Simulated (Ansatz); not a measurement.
Coupled-cluster run, `c1cc[cH-]c1`.

```yaml
crystal:
  periodic: [false, false, false]
  atoms:
    - {symbol: C, position_ang: [-0.093534, 0.500195, -1.083874]}
    - {symbol: C, position_ang: [-0.154899, -0.877159, -0.800190]}
    - {symbol: C, position_ang: [-0.002210, -1.042315, 0.589327]}
    - {symbol: C, position_ang: [0.153542, 0.232978, 1.164403]}
    - {symbol: C, position_ang: [0.097090, 1.186305, 0.130319]}
    - {symbol: H, position_ang: [-0.178352, 0.953677, -2.066675]}
    - {symbol: H, position_ang: [-0.295329, -1.672479, -1.525780]}
    - {symbol: H, position_ang: [-0.004231, -1.987377, 1.123729]}
    - {symbol: H, position_ang: [0.292798, 0.444238, 2.220203]}
    - {symbol: H, position_ang: [0.185123, 2.261948, 0.248536]}
basis:
  gaussian: {orbitals: def2-TZVPPD}
total_charge: -1
correlation: {method: ccsd_t}
output: {orbitals: {seedname: orbitals}}
```

```sh
$ ansatz run in.yaml --threads 2 --pin off --events-out ev --progress --plain --max-ram 32768MiB --backend cuda --devices 0, --max-vram 18GiB
```

The program prints (abridged):

```
Functional definition: HF
1590 factors; integrals over basis functions are off by at most 1.3e-3 eV
mean field evaluation 1: about -5229.3307 eV, gradient 2.7e1 eV
mean field evaluation 2: about -5229.5000 eV, gradient 2.7e1 eV
mean field evaluation 4: about -5231.9220 eV, gradient 5.0e0 eV
mean field evaluation 8: about -5231.9891 eV, gradient 7.8e-2 eV
mean field evaluation 16: about -5231.8162 eV, gradient 3.1e-1 eV
mean field -5231.98914484 eV, -192.2720547033 hartree, gradient 9.7e-6 eV, S^2 0.000000; 0 other end points of the search recorded, 0 dependent functions left out
5 core orbitals not correlated: weight in the atoms' cores, before any rotation towards them, 1.000 or more for the frozen orbitals, at most 0.000 for the correlated occupied ones
reference -5231.98914484 eV, -192.2720547033 hartree; 13, 13 occupied and 252, 252 virtual orbitals, 1590 factors
second order -22.60812284 eV of doubles, -0.00000000 eV of singles
cycle   1  -22.30242278 eV  change    3.1e-1 eV  update   1.1e-1
cycle   2  -22.89986015 eV  change   -6.0e-1 eV  update   3.1e-2
cycle   3  -23.00416014 eV  change   -1.0e-1 eV  update   1.2e-2
cycle   4  -22.99870393 eV  change    5.5e-3 eV  update   2.8e-3
cycle   5  -22.99949680 eV  change   -7.9e-4 eV  update   1.1e-3
cycle   6  -22.99985695 eV  change   -3.6e-4 eV  update   3.2e-4
cycle   7  -22.99966605 eV  change    1.9e-4 eV  update   1.1e-4
cycle   8  -22.99961575 eV  change    5.0e-5 eV  update   3.3e-5
cycle   9  -22.99962086 eV  change   -5.1e-6 eV  update   1.0e-5
perturbative correction -1.24213043 eV, -0.0456474515 hartree
Total energy: -5256.23089613 eV, -193.1629226316 hartree
```

Run time 7 s (2 threads of an AMD EPYC 7R13 on a shared host and a share of an NVIDIA H100 80 GB); peak host memory 0.81 GiB.

MP2 recovers 93.3 % of the CCSD(T) correlation energy and the triples give 5.1 %; T1 = 0.0101.
